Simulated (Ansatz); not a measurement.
## Structural energy differences of phosphorus

All numbers below come from DFT, BLYP, plane waves (420 eV) with PAW, scalar-relativistic (Ansatz). The PAW files were generated under PBE, with cores re-solved for the functional.

Each structure is relaxed within its own symmetry, so a high-lying one may be dynamically unstable. No dispersion correction is added.

```
        structure  ΔE (meV/atom)  V (Å³/atom)                                     cell     magnetic state
 black phosphorus              0        35.55   a = 3.367 Å, b = 17.378 Å, c = 4.861 Å  spin not included
     simple cubic            360        16.18                              a = 2.530 Å  spin not included
          diamond            559        23.33                              a = 5.715 Å  spin not included
omega (AlB2-type)           1019        16.55   a = 4.740 Å, c = 2.552 Å (c/a = 0.538)  spin not included
              bcc           1034        16.28                              a = 3.193 Å  spin not included
             dhcp           1119        16.97  a = 2.713 Å, c = 10.651 Å (c/a = 3.926)  spin not included
              fcc           1187        16.77                              a = 4.063 Å  spin not included
              A15           1195        17.02                              a = 5.144 Å  spin not included
```

ΔE counts from black phosphorus.

Differences under about 8 meV lie within the error of the k-point mesh.

This functional, with no dispersion term, lets the cell expand far past the measured one (black phosphorus).
